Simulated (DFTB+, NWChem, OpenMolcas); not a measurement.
## CS (carbon monosulfide): the dipole moment, rung by rung

CS has 2 atoms, charge 0, and is taken as a singlet. As SMILES, `[C-]#[S+]`. The bond length is the measured one.

```xyz
2

C     0.0000    0.0000    0.0000
S     0.0000    0.0000    1.5349
```

Each level gives the dipole moment (D). The values are calculated.

The value from experiment is 1.98 D (NIST CCCBDB). From what is known of these methods, estimate their order from the nearest to it to the farthest.
A. DFTB2 (DFTB+)
B. BLYP/cc-pVTZ (OpenMolcas)
C. SVWN5/cc-pVTZ (OpenMolcas)
D. HF/cc-pVTZ (OpenMolcas)
E. CAM-B3LYP/cc-pVTZ (NWChem)

C (2.00 D, +0.02), B (1.93 D, -0.05), E (1.88 D, -0.10), D (1.56 D, -0.42), A (0.61 D, -1.37).
